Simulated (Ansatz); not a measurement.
# BH₅NO+ (SMILES [NH3+]BO): one structure at several levels

One table from this session's results is given with a row withheld; the runs are named, their logs left out.

Program: Ansatz 0.2.0, Gaussian basis. Level of theory: single points in def2-TZVPP. These are calculated values, not measurements.

Cores are frozen in the correlated methods.

## The starting structure

8 atoms, charge 1, spin multiplicity 1.

Atoms are counted from 1 here; the program's logs count them from 0.

Bond lengths: N1–B2 1.546 Å, N1–H4 1.030 Å, N1–H5 1.013 Å, N1–H6 1.064 Å, B2–O3 1.307 Å, B2–H7 1.156 Å, O3–H8 0.973 Å. Angles: B2–N1–H4 109.8°, B2–N1–H5 112.7°, B2–N1–H6 111.5°, H4–N1–H5 105.2°, H4–N1–H6 109.5°, H5–N1–H6 107.9°, N1–B2–O3 112.1°, N1–B2–H7 118.1°, O3–B2–H7 129.8°, B2–O3–H8 125.2°.

As a file:

```xyz
8
BH5NO
N    -0.4958    0.7357   -0.3784
B     0.5181   -0.2113    0.3034
O     0.1125   -1.4537    0.2965
H    -1.2908    0.1910   -0.7428
H    -0.1077    1.2103   -1.1843
H    -0.8519    1.4770    0.2966
H     1.4836    0.2493    0.7424
H     0.6137   -2.2092    0.6501
```

The first run:

run/in.yaml

```yaml
crystal:
  periodic: [false, false, false]
  atoms:
    - {symbol: N, position_ang: [-0.495848, 0.735725, -0.378448]}
    - {symbol: B, position_ang: [0.518077, -0.211254, 0.303352]}
    - {symbol: O, position_ang: [0.112510, -1.453693, 0.296454]}
    - {symbol: H, position_ang: [-1.290786, 0.191020, -0.742813]}
    - {symbol: H, position_ang: [-0.107730, 1.210280, -1.184261]}
    - {symbol: H, position_ang: [-0.851870, 1.477044, 0.296582]}
    - {symbol: H, position_ang: [1.483584, 0.249276, 0.742428]}
    - {symbol: H, position_ang: [0.613721, -2.209203, 0.650114]}
basis:
  gaussian: {orbitals: def2-TZVPP}
total_charge: 1
hamiltonian: {xc: pbe, dispersion: d4}
output: {forces: true}
```

Launch:

```bash
$ ansatz run in.yaml --threads 2 --pin off --events-out ev --progress --plain --max-ram 3481MiB
```

Steps of the session up to this table: PBE-D4/def2-TZVPP; r2SCAN-D4/def2-TZVPP; PBE0-D4/def2-TZVPP; wB97M-V/def2-TZVPP; CCSD(T)/def2-TZVPP.

One of the session's tables, all rows but one given; the rest of the session is left out.

```
   method  RMS force component (eV/Å)  angle to CCSD(T) forces (°)
   PBE-D4                       0.515                         20.3
r2SCAN-D4                           ?                            ?
  PBE0-D4                       0.533                         14.7
  wB97M-V                       0.531                          7.7
  CCSD(T)                       0.567                    reference
```

Estimate the missing values for r2SCAN-D4.

The run gave: RMS force component (eV/Å): 0.526; angle to CCSD(T) forces (°): 9.1. In the column «RMS force component (eV/Å)» it lies between PBE-D4 (0.515) and wB97M-V (0.531).
